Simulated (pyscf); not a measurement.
Thermochemistry of product channels of `[CH3][CH]([F])[F]` + `[CH3]` [doublet] on the doublet surface, in kcal/mol, from ωB97M-D3(BJ)/def2-TZVP energies (ideal gas, 1 atm, RRHO with modes under 100 cm⁻¹ raised to 100, one conformer, R ln 2 for chiral ones without a mode under 150 cm⁻¹). PySCF, gas phase, ωB97X-D3(BJ)/def2-SVP geometries.

| products | ΔE | ΔH(298 K) | ΔG(600 K) | ΔG(900 K) |
|---|---|---|---|---|
| `[CH3][CH2][CH][F]` [doublet] + `[FH]` | -1.1 | +0.1 | -0.1 | -0.3 |
| `[CH2][CH]([CH3])[F]` [doublet] + `[FH]` | -0.9 | -0.6 | -1.4 | -2.2 |

These are energies of the channels, which say nothing of barriers. H₃C–CH₂–CH•–F lies 6.4 kcal/mol over its isomer H₃C–C•(CH₃)–F (electronic energy, ωB97M-D3(BJ)/def2-TZVP). •H₂C–CH(CH₃)–F lies 6.7 kcal/mol over its isomer H₃C–C•(CH₃)–F (electronic energy, ωB97M-D3(BJ)/def2-TZVP).
